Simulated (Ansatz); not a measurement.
CH$_{2}$: measurement beside calculation (Ansatz, PBE0-D4/def2-TZVP geometry).

Bond lengths: C1–H2 1.113 Å, C1–H3 1.113 Å. Angles: H2–C1–H3 101.6°.

Enthalpy of formation at 298 K: 102.8 kcal/mol (zero for an element's reference state; older measured values of the G2 set, as listed by Staroverov and co-workers, J. Chem. Phys. 119, 12129, 2003). With their computed zero-point and thermal terms and the atoms' enthalpies of Curtiss and co-workers (1997) it gives an electronic atomization energy of 180.8 kcal/mol.

```tsv
level	atomization (kcal/mol)	error	error per bond
LDA (SPW92)	198.4	17.6	8.8
PBE-D4	178.8	-2.0	-1.0
revPBE-D4	176.0	-4.8	-2.4
BLYP-D4	180.2	-0.6	-0.3
r2SCAN-D4	174.6	-6.2	-3.1
B97M-V	180.9	0.1	0.1
PBE0-D4	176.2	-4.6	-2.3
B3LYP-D4	180.8	0.0	0.0
r2SCANh-D4	173.8	-7.0	-3.5
r2SCAN0-D4	172.5	-8.3	-4.1
HSE06-D4	176.3	-4.4	-2.2
BHLYP-D4	175.9	-4.9	-2.4
CAM-B3LYP-D4	179.9	-0.9	-0.4
ωB97X-V	179.4	-1.4	-0.7
ωB97M-V	181.2	0.4	0.2
B2PLYP	177.7	-3.1	-1.5
PBE-QIDH	174.4	-6.4	-3.2
PBE	178.6	-2.2	-1.1
revPBE	175.1	-5.7	-2.9
BLYP	179.7	-1.1	-0.6
r2SCAN	174.6	-6.2	-3.1
PBE0	176.0	-4.8	-2.4
B3LYP	180.5	-0.3	-0.2
r2SCANh	173.7	-7.1	-3.5
r2SCAN0	172.4	-8.3	-4.2
HSE06	176.2	-4.6	-2.3
BHLYP	175.7	-5.1	-2.5
CAM-B3LYP	179.7	-1.0	-0.5
LC-ωPBE	174.1	-6.7	-3.3
HF/def2-TZVPP	126.3	-54.5	-27.2
MP2/def2-TZVPP	171.5	-9.3	-4.7
SCS-MP2/def2-TZVPP	176.2	-4.6	-2.3
CCSD/def2-TZVPP	174.8	-6.0	-3.0
CCSD(T)/def2-TZVPP	176.5	-4.3	-2.1
HF/def2-QZVPP	126.7	-54.1	-27.1
MP2/def2-QZVPP	174.5	-6.3	-3.1
SCS-MP2/def2-QZVPP	179.8	-1.0	-0.5
CCSD/def2-QZVPP	177.3	-3.5	-1.7
CCSD(T)/def2-QZVPP	179.2	-1.6	-0.8
HF/CBS(def2)	126.7	-54.1	-27.0
MP2/CBS(def2)	176.6	-4.2	-2.1
CCSD/CBS(def2)	179.0	-1.8	-0.9
CCSD(T)/CBS(def2)	181.0	0.2	0.1
```

Functionals use def2-TZVPP; B3LYP here is the variant with VWN-RPA as its local correlation; programs differ in this. The calculations leave out spin–orbit coupling, scalar relativity and, for the correlated methods, core correlation; together these are worth up to about 1 kcal/mol a heavy atom. HSE06 is defined as in plane-wave codes. CBS extrapolates def2-TZVPP and def2-QZVPP. T1 = 0.009.
